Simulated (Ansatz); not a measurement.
Process, species as SMILES: S=C=S + 4 [H][H] (H2) → C (CH4) + 2 S (H2S)
B3LYP-D3(BJ)/def2-TZVP geometries, fixed; electronic energies without zero-point terms.

Basis-set convergence of the energy of full hydrogenation at MP2 with Ansatz (an electronic-structure program). Cartesian d functions, on some or all atoms, in 6-31G*, 6-31G**, 6-311G**, 6-311+G**; all else is spherical. Cores are frozen. No added dispersion term, no relativity. Functions are those of the species that has most. Reference: Hartree-Fock in aug-cc-pV(Q+d)Z plus the correlation part extrapolated as X^-3 from aug-cc-pV(T+d)Z and aug-cc-pV(Q+d)Z, -61.80 kcal/mol, itself unsure by roughly 0.32 kcal/mol (a third of the extrapolation step and of the last Hartree-Fock step). Deviations are taken from unrounded values.

```csv
basis,functions,energy of full hydrogenation (kcal/mol),minus reference (kcal/mol)
6-31G,35,-42.46,19.34
pcseg-1,50,-60.98,0.82
6-31G*,53,-42.90,18.90
6-31G**,53,-56.23,5.57
6-311G**,72,-59.97,1.83
def2-SVPD,74,-72.72,-10.92
aug-pcseg-1,77,-64.17,-2.37
6-311+G**,84,-59.35,2.45
cc-pV(T+d)Z,108,-61.78,0.01
def2-TZVPP,115,-61.51,0.29
aug-pcseg-2,146,-62.73,-0.93
pcseg-3,192,-62.79,-0.99
cc-pV(5+d)Z,311,-61.42,0.38
```
